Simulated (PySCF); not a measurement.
Gas-phase reaction: 2 Si2H5 + 2 SiHF3 ⇌ 3 SiH2F2 + c-Si3H6

Energies from PySCF, thermal terms from the rigid-rotor harmonic-oscillator model, ideal gas at 1 bar. † marks an energy on the PBE0/def2-TZVP geometry and frequencies; other levels use their own. CCSD(T) freezes the core. 6-31G* has spherical d functions here. Open shells (unrestricted): Si2H5 (multiplicity 2); the rest are closed-shell singlets. B3LYP is the form with VWN-RPA correlation. Si2H5, c-Si3H6: computed as isolated molecules; such fragments, hydroxides, amides, oligomers or adducts are transient or little studied in the gas. CCSD(T) isn't extrapolated to the basis-set limit.

B3LYP/6-31G* gives ΔH°(298 K) = -90 kJ.

### Question
What do ωB97X-V/def2-TZVP†, CCSD(T)/def2-TZVPP†, CCSD(T)/def2-SVP† give?

### Answer
ωB97X-V/def2-TZVP†: -125 kJ; CCSD(T)/def2-TZVPP†: -109 kJ; CCSD(T)/def2-SVP†: -100 kJ. For scale, ΔH°(298 K) is -90 kJ at this level, -123 kJ at ωB97M-V/def2-TZVP†, and runs from -136 to -19 kJ over the 20 levels computed († marks an energy on the PBE0/def2-TZVP geometry).
